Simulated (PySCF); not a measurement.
# Atomic charges against the basis set

Species: C₃H₃FO.
Cartesian coordinates in Å at the PBE0-D3(BJ)/def2-SVP level; atoms count from 1:
```
atom  x, y, z in Å
C1    -1.3480   -0.3209    0.3181
C2    -0.1993    0.2778    0.0088
F3    -0.0208    1.5935    0.1175
C4     1.0046   -0.4374   -0.4869
O5     1.0546   -1.6277   -0.6505
H6    -2.2094    0.2437    0.6774
H7    -1.4062   -1.4038    0.2013
H8     1.8712    0.2377   -0.6977
```

PBE0 throughout (PySCF), one geometry, spherical d and f functions. The structure is a single PBE0-D3(BJ)/def2-SVP conformer in the gas phase; no vibrational or solvent corrections. The first 7 of 8 kinds of atom are listed.

Mulliken charges (e):

```
        basis  functions      C1      C2      F3      C4      O5      H6      H7
       STO-3G         28  -0.192  +0.080  -0.068  +0.081  -0.168  +0.095  +0.102
        6-31G         51  -0.365  +0.312  -0.318  +0.155  -0.367  +0.201  +0.217
     pcSseg-0         51  -0.351  +0.160  -0.353  +0.241  -0.446  +0.258  +0.259
       6-31G*         76  -0.449  +0.393  -0.313  +0.150  -0.367  +0.207  +0.225
     def2-SVP         85  -0.080  +0.115  -0.201  +0.164  -0.199  +0.081  +0.089
      cc-pVDZ         85  -0.010  +0.013  -0.160  +0.171  -0.188  +0.069  +0.080
     pcSseg-1        100  -0.166  +0.104  -0.262  +0.243  -0.337  +0.152  +0.163
  aug-cc-pVDZ        142  +0.568  +0.778  -0.548  +0.624  -0.522  -0.370  -0.347
6-311+G(2d,p)        153  -0.302  +0.455  -0.310  +0.060  -0.354  +0.154  +0.165
    def2-TZVP        173  -0.274  +0.199  -0.181  +0.089  -0.264  +0.159  +0.174
      cc-pVTZ        192  -0.285  +0.193  -0.150  +0.107  -0.236  +0.145  +0.152
     IGLO-III        205  -0.251  +0.273  -0.233  +0.222  -0.383  +0.139  +0.142
```

IAO charges (e):

```
        basis  functions      C1      C2      F3      C4      O5      H6      H7
       STO-3G         28  -0.297  +0.092  -0.081  +0.054  -0.167  +0.146  +0.151
        6-31G         51  -0.312  +0.213  -0.246  +0.189  -0.348  +0.183  +0.193
     pcSseg-0         51  -0.304  +0.203  -0.234  +0.188  -0.338  +0.177  +0.186
       6-31G*         76  -0.310  +0.235  -0.255  +0.231  -0.369  +0.174  +0.185
     def2-SVP         85  -0.306  +0.234  -0.255  +0.228  -0.362  +0.171  +0.182
      cc-pVDZ         85  -0.317  +0.236  -0.255  +0.228  -0.361  +0.175  +0.186
     pcSseg-1        100  -0.309  +0.234  -0.262  +0.235  -0.374  +0.176  +0.187
  aug-cc-pVDZ        142  -0.317  +0.238  -0.268  +0.238  -0.380  +0.180  +0.193
6-311+G(2d,p)        153  -0.316  +0.238  -0.269  +0.239  -0.382  +0.180  +0.194
    def2-TZVP        173  -0.318  +0.241  -0.269  +0.239  -0.381  +0.180  +0.193
      cc-pVTZ        192  -0.321  +0.242  -0.266  +0.237  -0.378  +0.179  +0.192
     IGLO-III        205  -0.318  +0.240  -0.270  +0.238  -0.382  +0.181  +0.194
```

Hirshfeld charges (e):

| basis | functions | C1 | C2 | F3 | C4 | O5 | H6 | H7 |
| --- | --- | --- | --- | --- | --- | --- | --- | --- |
| STO-3G | 28 | -0.082 | +0.051 | -0.025 | +0.090 | -0.124 | +0.037 | +0.039 |
| 6-31G | 51 | -0.080 | +0.072 | -0.086 | +0.120 | -0.211 | +0.069 | +0.069 |
| pcSseg-0 | 51 | -0.082 | +0.073 | -0.079 | +0.115 | -0.198 | +0.065 | +0.062 |
| 6-31G* | 76 | -0.083 | +0.073 | -0.076 | +0.123 | -0.214 | +0.066 | +0.066 |
| def2-SVP | 85 | -0.088 | +0.074 | -0.073 | +0.119 | -0.203 | +0.065 | +0.064 |
| cc-pVDZ | 85 | -0.089 | +0.067 | -0.065 | +0.114 | -0.195 | +0.064 | +0.062 |
| pcSseg-1 | 100 | -0.086 | +0.073 | -0.076 | +0.119 | -0.209 | +0.066 | +0.064 |
| aug-cc-pVDZ | 142 | -0.088 | +0.069 | -0.078 | +0.116 | -0.211 | +0.071 | +0.069 |
| 6-311+G(2d,p) | 153 | -0.082 | +0.068 | -0.081 | +0.117 | -0.213 | +0.070 | +0.069 |
| def2-TZVP | 173 | -0.086 | +0.071 | -0.078 | +0.117 | -0.211 | +0.069 | +0.068 |
| cc-pVTZ | 192 | -0.089 | +0.071 | -0.074 | +0.116 | -0.208 | +0.068 | +0.066 |
| IGLO-III | 205 | -0.087 | +0.071 | -0.078 | +0.115 | -0.211 | +0.070 | +0.069 |

**Question.** Which scheme is steadiest as the basis changes?

**Answer.** Largest range over the bases for any column: Hirshfeld 0.09 e, IAO 0.22 e, Mulliken 1.02 e. Hirshfeld charges move least and Mulliken charges most, counted in e. Without the minimal STO-3G basis the ranges are Hirshfeld 0.02, IAO 0.05, Mulliken 1.02 e.

**Question.** How much do the charges still move between the two largest bases, cc-pVTZ and IGLO-III?

**Answer.** At most, over all atoms: Mulliken 0.147 e, IAO 0.004 e, Hirshfeld 0.005 e.

**Question.** What do the same runs give for the total energy, the frontier levels and the dipole moment?

**Answer.** 
```
        basis  energy (Eh)  HOMO (eV)  LUMO (eV)  μ (D)
       STO-3G    -286.9341      -4.73       1.19   0.97
        6-31G    -290.7444      -7.92      -2.09   1.47
     pcSseg-0    -290.1491      -8.10      -2.28   1.42
       6-31G*    -290.8233      -7.78      -1.88   1.48
     def2-SVP    -290.6130      -7.95      -2.11   1.39
      cc-pVDZ    -290.8495      -7.83      -2.00   1.36
     pcSseg-1    -290.8052      -8.09      -2.25   1.47
  aug-cc-pVDZ    -290.8709      -8.08      -2.34   1.53
6-311+G(2d,p)    -290.9227      -8.12      -2.36   1.54
    def2-TZVP    -290.9500      -8.07      -2.28   1.51
      cc-pVTZ    -290.9372      -8.02      -2.21   1.48
     IGLO-III    -290.9545      -8.10      -2.34   1.53
```

The dipole is fixed by the density alone, so its range of 0.57 D shows that the density itself changes with the basis, not only its division among atoms.
